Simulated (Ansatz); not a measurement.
## Li: relaxation of cell and atoms

Method: Ansatz 0.2.0, DFT, PBE, PAW with Ansatz's default frozen-core files, scalar-relativistic.

Command: `ansatz run input.yaml --threads 1 --pin off --max-ram 2048MiB --backend cpu --events-out ev --progress --plain --runs-dir out` The run took 2.6 s on 1 thread of Arm Neoverse V2 (shared host), peak memory 0.26 GiB.

```yaml
crystal:
  lattice:
    - [-1.6425856075, 1.6425856075, 1.6425856075]
    - [1.6425856075, -1.6425856075, 1.6425856075]
    - [1.6425856075, 1.6425856075, -1.6425856075]
  atoms:
    - { symbol: Li, position: [0.0, 0.0, 0.0] }
kpoints:
  mp_grid: { grid: [14, 14, 14] }
scf:
  occupations: { method: fermi_dirac, width: 0.03 }
hamiltonian:
  xc: pbe
  pseudopotentials: { kind: paw }
output:
  forces: true
  stress: true
relax:
  f_tol: 0.005
  max_steps: 80
  cell: {}
```

The cell is built from the bcc type as a first guess.

The cutoff is 420 eV; energies and pressures of the walk include the program's estimate of the Pulay term.

Each frame lists the cell vectors (Å), then Cartesian positions (Å); symmetry keeps all forces zero. Free energies count from the first step, -204.6688 eV.

The walk took 5 evaluations in all; steps that aren't listed are left out.

Step 1: E = 0.0 meV, P = 2.35 GPa

```
cell -1.6426 1.6426 1.6426 1.6426 -1.6426 1.6426 1.6426 1.6426 -1.6426
Li    0.0000    0.0000    0.0000
```

Step 2:

```
cell -1.6838 1.6838 1.6838 1.6838 -1.6838 1.6838 1.6838 1.6838 -1.6838
Li    0.0000    0.0000    0.0000
```

Step 3: E = -16.9 meV, P = 0.12 GPa

```
cell -1.7132 1.7132 1.7132 1.7132 -1.7132 1.7132 1.7132 1.7132 -1.7132
Li    0.0000    0.0000    0.0000
```

**Question.** Give the energy, pressure of step 2.

**Answer.** E = -13.7 meV, P = 0.93 GPa
```
Li    0.0000    0.0000    0.0000
```

**Question.** How does the relaxation end?

**Answer.** It converges, with a = 3.436 Å, b = 3.436 Å, c = 3.436 Å, α = 90.00°, β = 90.00°, γ = 90.00° (conventional cell, space group Im-3m). The last solve (on a basis chosen afresh for the final cell, so its energy is not quite comparable) gives E = -17.0 meV, P = 0.01 GPa:
```
cell -1.7178 1.7178 1.7178 1.7178 -1.7178 1.7178 1.7178 1.7178 -1.7178
Li    0.0000    0.0000    0.0000
```
